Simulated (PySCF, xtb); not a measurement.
NO2, SMILES [O]N=O, multiplicity 2.

Harmonic wavenumbers (cm⁻¹) from GFN2-xTB in xtb at its own minimum, in rising order: 651, 1428, 1931.

Question: What does ωB97X-D3(BJ)/def2-TZVP in PySCF give at its own minimum? (An estimate is asked for; the answer gives what the named calculation found.)

Answer: 779, 1448, 1763. Paired by order, the mean absolute difference is 105 cm⁻¹ and the zero-point energies are 5.7 and 5.7 kcal/mol.
